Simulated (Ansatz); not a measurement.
A nudged elastic band was laid between two geometries of CH₄BF (7 atoms, charge 0, multiplicity 1).

All numbers below come from RKS r2SCANh-D4/def2-SVP (Ansatz).

| Quantity | Value |
| --- | --- |
| movable images | 7 |
| climbing image | yes |
| spring | 5.0 eV/Å² |
| optimiser | quadratic models (default) |
| start path | through a guess of the saddle point |
| force threshold | 0.03 eV/Å |
| iteration limit | 60 |
| end points | relaxed |

Initial state:

```xyz
7
Properties=species:S:1:pos:R:3
B 0.265 -0.019 0.371
H -0.074 -0.293 1.501
C 1.750 0.025 -0.091
H 2.192 -0.978 0.033
H 1.885 0.346 -1.132
H 2.335 0.680 0.574
F -0.715 0.239 -0.486
```

Final state:

```xyz
7
Properties=species:S:1:pos:R:3
B -1.552 -0.202 0.145
H 1.408 0.292 1.199
C 2.038 0.099 0.323
H 1.875 -0.927 -0.028
H 1.783 0.804 -0.477
H 3.091 0.226 0.598
F -1.004 -0.291 -0.990
```

Task: Which bonds break or form, and what moves?

Result: Bonds broken: B1–H2, B1–C3. Bonds formed: H2–C3. CH4BF becomes BF + CH4.

Task: What energy profile does the band end with?

Result: The forces met the threshold. The highest image is number 4 of 0 to 8, 4.49 eV above the first end and 1.92 eV above the last; the last end lies 2.58 eV above the first. Neighbouring images differ by up to 2.8 eV, so the band resolves the path poorly. A vibrational analysis at the climbing image gives one clearly imaginary mode, 1509i cm⁻¹: a first-order saddle point. The orbitals stay closed-shell, which can raise the energy where a bond breaks towards radicals; this wasn't checked here.

```
image  path coordinate (Å)  energy (eV)  B1–H2 (Å)  B1–C3 (Å)  H2–C3 (Å)
    0                 0.00         0.00       1.21       1.56       2.44
    1                 0.57         0.01       1.21       1.56       2.46
    2                 1.14         0.04       1.20       1.55       2.40
    3                 1.72         1.71       1.16       1.60       1.91
    4                 2.29         4.49       1.23       2.00       1.50
    5                 2.78         3.29       1.59       2.37       1.17
    6                 3.27         2.72       2.11       2.85       1.10
    7                 3.76         2.59       2.64       3.29       1.10
    8                 4.25         2.58       3.18       3.61       1.10
```

Task: What is the geometry of the highest image?

Result: 
```xyz
7
Properties=species:S:1:pos:R:3
B -0.241 0.045 0.432
H 0.714 0.316 1.161
C 1.734 0.023 0.096
H 1.808 -1.029 -0.214
H 1.734 0.708 -0.763
H 2.533 0.280 0.803
F -0.644 -0.343 -0.744
```

The run took 4.8 min on 1 thread of Arm Neoverse V1, on a shared host, peak memory 0.13 GiB.
